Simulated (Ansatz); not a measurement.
**Reading a saddle point**

A first-order saddle point of CH$_{8}$OSi, closed shell, PBE0-D4/def2-TZVP, with one imaginary mode of 1301i cm⁻¹:

Si1  (-0.664, 0.754, -0.204)
C2  (0.524, -0.723, 0.924)
H3  (-1.629, 0.988, -1.334)
H4  (-1.664, 0.445, 0.869)
H5  (0.012, 2.018, 0.157)
H6  (0.715, -0.497, -0.481)
O7  (0.572, 0.100, -1.473)
H8  (-0.183, -1.507, 1.191)
H9  (1.516, -1.187, 0.809)
H10  (0.624, -0.031, 1.762)
H11  (0.178, -0.360, -2.222)
(Å)

Ansatz 0.2.0; basis: def2-TZVPP and def2-QZVPP; cores frozen in the correlated methods. Extrapolation: Hartree–Fock as exp(−7.88 √X), correlation as X^−2.97.

(1) Which contacts change along the imaginary mode, and what lies on either side? (A judgement: the text doesn't fix the answer.)

(2) Which side is lower, and how far does the saddle lie above each? (Judge from chemistry; the value comes from the calculation.)

The T1 diagnostic stays at or below 0.012.

Results:

(1) The calculation gives: The step is CH₆Si ([CH3][SiH3]) + H₂O → SiH₄O ([OH][SiH3]) + CH₄, with the molecules in contact on both sides. Shortening one way: Si1–O7, C2–H6; lengthening the same way: Si1–C2, H6–O7.
| pair | one side (Å) | saddle (Å) | other side (Å) |
| --- | --- | --- | --- |
| Si1–O7 | 3.37 | 1.89 | 1.65 |
| C2–H6 | 3.71 | 1.44 | 1.09 |
| Si1–C2 | 1.87 | 2.20 | 3.84 |
| H6–O7 | 0.96 | 1.17 | 2.77 |

(2) Computed: The side with Si1–O7, C2–H6 short is lower by 0.877 eV; the saddle lies 3.064 eV above it and 2.187 eV above the other (CCSD(T) at an estimated basis limit (MP2 extrapolated from triple and quadruple zeta, plus CCSD(T) − MP2 in triple zeta); electronic energies).

Labels in which every atom is bracketed show which atoms are joined, not bond orders.

For scale, one of the runs: CCSD(T)/def2-TZVPP, 216 basis functions (an equivalent command: `ansatz run in.yaml --threads 4`). Hardware: 4 CPU threads, shared host. Wall time 43 s; peak host memory 3.2 GiB.
